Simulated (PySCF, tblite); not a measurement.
## beryllium hydride and fluoride

A gas-phase complex of beryllium hydride and fluoride; charge -1, singlet. The structure comes from a short search (6 tight-binding starts) and was relaxed by PBE0-D3(BJ)/def2-TZVPD; another way of binding may lie lower. Frequencies by PBE0-D3(BJ)/def2-TZVPD show no clear imaginary mode.

Parts: 1 = beryllium hydride ([BeH2]), atoms 1–3; 2 = fluoride ([F-]), atoms 4, charge -1.

```csv
atom,part,x (Å),y (Å),z (Å)
Be1,1,0.364,0.014,-0.464
H2,1,1.166,0.605,0.568
H3,1,-0.923,0.535,-0.826
F4,2,0.879,-1.168,-1.177
```

```
 contact  kind (by geometry)  distance (Å)  angle (°)
Be1···F4                bond         1.474          -
```

The parts are joined by the bond Be1–F4, so these are energies of forming such bonds; deforming the relaxed parts to their shape in the adduct costs 20.0 kcal/mol, which the interaction energies leave out.

Interaction energies are complex less parts, with the parts frozen as they stand in it; counterpoise-corrected, in kcal/mol (PySCF).

(1) Give the interaction energy at each level run.

(2) What holds them together? Decompose the wB97M-D3(BJ)/def2-TZVPD energy: frozen parts, their antisymmetrised product, then relaxation.

The parts were also relaxed and run alone, at the levels used for the complex: shieldings by PBE0/aug-pcSseg-2.

(3) How do these values change when the complex forms?

(4) What are the binding energy from relaxed parts (wB97M-D3(BJ)/def2-TZVPD), and ΔH and ΔG of association at 298.15 K and 1 atm?

## Answers

(1) 
```
                  level  interaction  superposition error removed
wB97M-D3(BJ)/def2-TZVPD       -97.39                        -0.20
 PBE0-D3(BJ)/def2-TZVPD       -98.58                        -0.22
```

(2) electrostatic -114.1, Pauli repulsion +81.3, orbital relaxation -64.4, dispersion correction -0.4 kcal/mol, which sum to the value before the counterpoise correction; the Pauli term holds the exchange-correlation of the frozen density too. Of the attraction, 64 % is electrostatic, 36 % is orbital relaxation, 0 % is dispersion correction.

(3) 
```json
{"property": "shielding of Be1 (ppm)", "alone": "77.9", "in the complex": "91.4", "change": "+13.5"}
{"property": "shielding of F4 (ppm)", "alone": "479.9", "in the complex": "310.9", "change": "-169.0"}
```

(4) -77.36 kcal/mol, -76.17 with zero-point energy; ΔH -77.3 and ΔG -70.6 kcal/mol, from harmonic vibrations by PBE0-D3(BJ)/def2-TZVPD with low modes damped.

The 5 runs behind this took 76 s in all, one thread each of Arm Neoverse N1 on a shared host, launched as `OMP_NUM_THREADS=1 python cluster_run.py task.json out`.
